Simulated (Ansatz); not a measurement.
# AlF2 (doublet): wave-function methods side by side at angle F2–Al1–F3 = 157.0°, cc-pVDZ

Aim: climb from Hartree-Fock through coupled cluster and multireference methods for AlF2 (doublet) at one geometry and basis, and see what each rung misses.

Method: cc-pVDZ, core rule «outside noble gas», up to 7 orbitals frozen; program: Ansatz 0.2.0, Gaussian basis.

The runs, in order: UHF; CCSD(T) on ROHF; CCSD(T) on UHF; BCCD(T) on ROHF; CISD; CCSDT(Q) on ROHF; CCSDT(Q) on UHF; CASSCF and MRCISD+Q, 3 electrons in 3 orbitals; CASSCF and NEVPT2, 3 electrons in 3 orbitals.

32 further runs of the same task are left out: 16 for a known fault of the program, 2 for a mislabelled method, 13 that didn't finish, 1 set aside as unsound or not needed.

## (1) What is computed

The geometry derives from a PBE0/def2-TZVP stationary point (not a proven minimum). One angle is set to the value named; bond lengths are kept.

3 atoms, charge 0, spin multiplicity 2.

Atoms are counted from 1 here; the program's logs count them from 0.

Bond lengths: Al1–F2 1.647 Å, Al1–F3 1.647 Å. Angles: F2–Al1–F3 157.0°.

As a file:

```
Al    0.00000   -0.19196    0.00000
F     0.00000    0.13631   -1.61347
F     0.00000    0.13631    1.61347
```

## (2) UHF

Contents of in.yaml:

```yaml
crystal:
  periodic: [false, false, false]
  atoms:
    - {symbol: Al, position_ang: [0.000000, -0.191956, 0.000000]}
    - {symbol: F, position_ang: [0.000000, 0.136308, -1.613466]}
    - {symbol: F, position_ang: [0.000000, 0.136308, 1.613466]}
basis:
  gaussian: {orbitals: cc-pVDZ}
magnetization: {spin_polarized: true, initial_magnetization: 1}
hamiltonian: {xc: hf}
output: {orbitals: {seedname: orbitals}}
```

Started as:

```
$ ansatz run in.yaml --threads 1 --pin off --events-out ev --progress --plain --max-ram 2393MiB
```

After this run come: CCSD(T) on ROHF; CCSD(T) on UHF; BCCD(T) on ROHF; CISD; CCSDT(Q) on ROHF; CCSDT(Q) on UHF; CASSCF and MRCISD+Q, 3 electrons in 3 orbitals; CASSCF and NEVPT2, 3 electrons in 3 orbitals.

Before running them: what should the planned runs give, taken together? Wanted: UCCSDT(Q) below the RHF energy; RMP2 from UCCSDT(Q); UMP2 from UCCSDT(Q); RCCSD from UCCSDT(Q); RCCSD(T) from UCCSDT(Q); UCCSD(T) from UCCSDT(Q); RCCSDT(Q) from UCCSDT(Q); NEVPT2 pair from UCCSDT(Q); MRCISD+Q pair from UCCSDT(Q).

The runs gave:

| quantity | value |
| --- | --- |
| UCCSDT(Q) below the RHF energy | -11.8866 eV |
| RMP2 from UCCSDT(Q) | +337.2 meV |
| UMP2 from UCCSDT(Q) | +328.4 meV |
| RCCSD from UCCSDT(Q) | +245.4 meV |
| RCCSD(T) from UCCSDT(Q) | +44.0 meV |
| UCCSD(T) from UCCSDT(Q) | +43.4 meV |
| RCCSDT(Q) from UCCSDT(Q) | +5.8 meV |
| NEVPT2 pair from UCCSDT(Q) | +402.0 meV |
| MRCISD+Q pair from UCCSDT(Q) | +232.6 meV |
| levels within 1 kcal/mol (43 meV) | UCCSD(T), BCCD(T), RCCSDT, UCCSDT, RCCSDT(Q) |
| T1 diagnostic | 0.021 |

What this shows: RCCSD(T) lands +44.0 meV from the yardstick (0.4 % of the correlation energy). Of the multireference levels listed MRCISD+Q pair comes nearest in total energy (+232.6 meV), which doesn't show that its space is the better one. These misses are within one basis, not against nature; the frozen cores of restricted and unrestricted runs differ, which can shift their rows.
